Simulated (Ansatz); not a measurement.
Basis-set extrapolation for C₃H₆O, SMILES `OC1CC1` (PBE0-D4/def2-TZVP geometry, frozen core, the Gaussian-basis code of Ansatz). Multiplicity 1, RHF reference.

```json
{"": "HF", "def2-TZVPP": "-191.992197", "def2-QZVPP": "-192.001184"}
{"": "MP2 correlation", "def2-TZVPP": "-0.747152", "def2-QZVPP": "-0.798412"}
{"": "CCSD(T) correlation", "def2-TZVPP": "-0.806440", "def2-QZVPP": "not run"}
```

Energies in hartree. Use E(X) = E(∞) + A·exp(−7.88·√X) for Hartree–Fock and E(X) = E(∞) + B·X^(−2.97) for correlation, with X = 3 and 4, and add CCSD(T) minus MP2 of the smaller set to the MP2 limit.

Question: What is the CCSD(T) energy at the basis-set limit?

Answer: HF limit: -192.001184 + (-0.008987) × 0.13774 = -192.00242. MP2 limit: -0.798412 + (-0.051260) × 0.74074 = -0.83638. Higher-order term: -0.806440 − (-0.747152) = -0.05929. Total: -192.89809 hartree, 261.1 kJ/mol below CCSD(T)/def2-TZVPP.
